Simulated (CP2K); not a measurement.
# PBE/TZV2P-MOLOPT-PBE-GTH (core potential) run of HCl (SMILES Cl)

Aim: the vertical ionisation energy of HCl at PBE/TZV2P-MOLOPT-PBE-GTH (core potential), from 2 runs. 

The calculation is run with CP2K 2026.2.

1 further run of the same task is left out (set aside as unsound or not needed).

**1. The system as given**

HCl: 2 atoms, total charge 0, spin state singlet. As SMILES, `Cl`. The coordinates come from a PBE0-D4/def2-TZVP relaxation.

Bond lengths: Cl1–H2 1.279 Å.

**2. A single-point energy at PBE/TZV2P-MOLOPT-PBE-GTH (core potential)**

File mol.inp:

```
&GLOBAL
  PROJECT_NAME mol
  RUN_TYPE ENERGY
  PRINT_LEVEL MEDIUM
&END GLOBAL

&FORCE_EVAL
  METHOD Quickstep
  &DFT
    BASIS_SET_FILE_NAME BASIS_MOLOPT_UZH
    POTENTIAL_FILE_NAME POTENTIAL_UZH
    &QS
      METHOD GPW
      EPS_DEFAULT 1.0E-10
    &END QS
    &MGRID
      CUTOFF 400
      REL_CUTOFF 50
      NGRIDS 4
    &END MGRID
    &POISSON
      PERIODIC NONE
      POISSON_SOLVER WAVELET
    &END POISSON
    &SCF
      SCF_GUESS ATOMIC
      EPS_SCF 1.0E-06
      MAX_SCF 30
      &OT
        MINIMIZER DIIS
        PRECONDITIONER FULL_SINGLE_INVERSE
      &END OT
      &OUTER_SCF
        EPS_SCF 1.0E-06
        MAX_SCF 5
      &END OUTER_SCF
    &END SCF
    &XC
      &XC_FUNCTIONAL PBE
      &END XC_FUNCTIONAL
    &END XC
    &PRINT
      &MOMENTS
        PERIODIC F
        REFERENCE COM
        MAX_MOMENT 1
      &END MOMENTS
      &MO_CUBES
        NLUMO 1
        NHOMO -1
        WRITE_CUBE F
      &END MO_CUBES
      &HIRSHFELD OFF
      &END HIRSHFELD
    &END PRINT
  &END DFT
  &SUBSYS
    &CELL
      ABC 11.1 11.1 11.1
      PERIODIC NONE
    &END CELL
    &COORD
      UNIT bohr
      Cl     1.0317905    -0.3373161     0.5306351
      H     -1.0317905     0.3373161    -0.5306351
    &END COORD
    &TOPOLOGY
      &CENTER_COORDINATES
      &END CENTER_COORDINATES
    &END TOPOLOGY
    &KIND Cl
      BASIS_SET TZV2P-MOLOPT-PBE-GTH-q7
      POTENTIAL GTH-PBE-q7
    &END KIND
    &KIND H
      BASIS_SET TZV2P-MOLOPT-PBE-GTH-q1
      POTENTIAL GTH-PBE-q1
    &END KIND
  &END SUBSYS
&END FORCE_EVAL
```

Launch:

```console
OMP_NUM_THREADS=1 cp2k.psmp -i mol.inp > mol.out 2>&1
```

The log of the run:

```text
CP2K| version string:                                       CP2K version 2026.2
[...]
 GLOBAL| Method name                                                        CP2K
[...]
 GLOBAL| Run type                                                         ENERGY
[...]
 DFT| Spin restricted Kohn-Sham (RKS) calculation                            RKS
 DFT| Multiplicity                                                             1
[...]
 DFT| Charge                                                                   0
[...]
 FUNCTIONAL| PBE:
 QS| Method:                                                                 GPW
[...]
 QS| Density cutoff [a.u.]:                                                200.0
[...]
 QS| Relative density cutoff [a.u.]:                                        25.0
[...]
                             - Atoms:                                          2
[...]
                             - Spherical basis functions:                     43
[...]
 Number of electrons:                                                          8
[...]
     1 OT DIIS     0.80E-01    2.8     0.09781981       -15.4751124961 -1.55E+01
[...]
    12 OT DIIS     0.80E-01    2.4     0.00000092       -15.5813808217 -6.14E-11
  *** SCF run converged in    12 steps ***
[...]
  Overlap energy of the core charge distribution:               0.00000034884359
  Self energy of the core charge distribution:                -35.10797947250061
  Core Hamiltonian energy:                                      8.18597235066112
  Hartree energy:                                              14.58182818855446
  Exchange-correlation energy:                                 -3.24120223726800
  Total energy:                                               -15.58138082170944
[...]
                     Mulliken Population Analysis
 #  Atom  Element  Kind  Atomic population                           Net charge
       1     Cl       1          7.176530                             -0.176530
       2     H        2          0.823470                              0.176530
 # Total charge                              8.000000                 -0.000000
[...]
  Dipole moment [Debye]
    X= -0.9003038E+00 Y=  0.2943285E+00 Z= -0.4630133E+00  Total=      1.0543043
[...]
 HOMO - LUMO gap [eV] :    7.473343
 ENERGY| Total FORCE_EVAL ( QS ) energy [hartree]            -15.581380821709441
[...]
```

Run time: 31 s. Hardware: 1 thread of Arm Neoverse V1, shared host; peak memory 0.91 GiB.

**3. The doublet cation, same level**

File gas.inp:

```
&FORCE_EVAL
   METHOD Quickstep
   &DFT
      BASIS_SET_FILE_NAME BASIS_MOLOPT_UZH
      POTENTIAL_FILE_NAME POTENTIAL_UZH
      CHARGE 1
      MULTIPLICITY 2
      LSD T
      &QS
         METHOD GPW
         EPS_DEFAULT 1.0E-10
      &END QS
      ! real-space grids
      &MGRID
         CUTOFF 400
         REL_CUTOFF 50
         NGRIDS 4
      &END MGRID
      &POISSON
         PERIODIC NONE
         POISSON_SOLVER WAVELET
      &END POISSON
      &SCF
         SCF_GUESS ATOMIC
         EPS_SCF 1.0E-06
         MAX_SCF 100
         ADDED_MOS 5
         &DIAGONALIZATION
            ALGORITHM STANDARD
         &END DIAGONALIZATION
         &MIXING
            METHOD PULAY_MIXING
            ALPHA 0.2
            NBUFFER 8
         &END MIXING
      &END SCF
      &XC
         &XC_FUNCTIONAL PBE
         &END XC_FUNCTIONAL
      &END XC
      &PRINT
         &MOMENTS
            PERIODIC F
            REFERENCE COM
            MAX_MOMENT 1
         &END MOMENTS
         &MO ON
            ENERGIES T
            OCCUPATION_NUMBERS T
            NDIGITS 6
            &EACH
               QS_SCF 0
            &END EACH
            ADD_LAST NUMERIC
         &END MO
         &HIRSHFELD OFF
         &END HIRSHFELD
      &END PRINT
   &END DFT
   ! structure
   &SUBSYS
      ! vacuum box
      &CELL
         ABC [angstrom] 11.1 11.1 11.1
         PERIODIC NONE
      &END CELL
      &COORD
         Cl     0.546000    -0.178500     0.280800
         H     -0.546000     0.178500    -0.280800
      &END COORD
      &TOPOLOGY
         &CENTER_COORDINATES
         &END CENTER_COORDINATES
      &END TOPOLOGY
      &KIND Cl
         BASIS_SET TZV2P-MOLOPT-PBE-GTH-q7
         POTENTIAL GTH-PBE-q7
      &END KIND
      &KIND H
         BASIS_SET TZV2P-MOLOPT-PBE-GTH-q1
         POTENTIAL GTH-PBE-q1
      &END KIND
   &END SUBSYS
&END FORCE_EVAL

&GLOBAL
   PROJECT gas
   RUN_TYPE ENERGY
   PRINT_LEVEL MEDIUM
&END GLOBAL
```

Launch:

```console
OMP_NUM_THREADS=1 cp2k.psmp -i gas.inp > gas.out 2>&1
```

The log of the run:

```text
CP2K| version string:                                       CP2K version 2026.2
[...]
 GLOBAL| Method name                                                        CP2K
[...]
 GLOBAL| Run type                                                         ENERGY
[...]
 DFT| Spin unrestricted (spin-polarized) Kohn-Sham calculation               UKS
 DFT| Multiplicity                                                             2
[...]
 DFT| Charge                                                                   1
[...]
 FUNCTIONAL| PBE:
 QS| Method:                                                                 GPW
[...]
 QS| Density cutoff [a.u.]:                                                200.0
[...]
 QS| Relative density cutoff [a.u.]:                                        25.0
[...]
                             - Atoms:                                          2
[...]
                             - Spherical basis functions:                     43
[...]
 Number of electrons:                                                          4
[...]
     1 NoMix/Diag. 0.20E+00    4.0     0.46729001       -14.8082792472 -1.48E+01
[...]
    13 Pulay/Diag. 0.20E+00    4.4     0.00000086       -15.1163782886 -1.33E-06
  *** SCF run converged in    13 steps ***
[...]
  Overlap energy of the core charge distribution:               0.00000034884380
  Self energy of the core charge distribution:                -35.10797947250061
  Core Hamiltonian energy:                                      7.88323861515869
  Hartree energy:                                              15.03453465016688
  Exchange-correlation energy:                                 -2.92617243031582
  Total energy:                                               -15.11637828864705
[...]
  Ideal and single determinant S**2 :                    0.750000       0.754583
[...]
                     Mulliken Population Analysis
 #  Atom  Element  Kind  Atomic population (alpha,beta) Net charge  Spin moment
       1     Cl       1         3.631748     2.640816     0.727435     0.990932
       2     H        2         0.368252     0.359184     0.272565     0.009068
 # Total charge and spin        4.000000     3.000000     1.000000     1.000000
[...]
  Dipole moment [Debye]
    X= -0.1324443E+01 Y=  0.4329888E+00 Z= -0.6811427E+00  Total=      1.5509943
 ENERGY| Total FORCE_EVAL ( QS ) energy [hartree]            -15.116378288647054
[...]
```

It took 60 s on 1 thread of Arm Neoverse V1, shared host; peak memory 2.5 GiB.

**4. Results**

Level: PBE/TZV2P-MOLOPT-PBE-GTH (core potential).

| quantity | value |
| --- | --- |
| singlet HCl: total energy | -15.58138 Eh |
| singlet HCl: dipole moment | 1.05 D |
| singlet HCl: HOMO energy | -7.96 eV |
| singlet HCl: LUMO energy | -0.49 eV |
| singlet HCl: HOMO–LUMO gap | 7.47 eV |
| doublet cation: total energy | -15.11638 Eh |
| doublet cation: HOMO energy (highest over α and β) | -17.85 eV |
| doublet cation: LUMO energy (lowest over α and β) | -17.22 eV |
| doublet cation: ⟨S²⟩ | 0.755 |
| vertical ionisation energy (to the doublet cation) | 12.653 eV |

In words: The vertical ionisation energy comes to 12.65 eV (1221 kJ/mol). The negative HOMO energy of the first species, 7.96 eV, lies 4.69 eV below that difference.
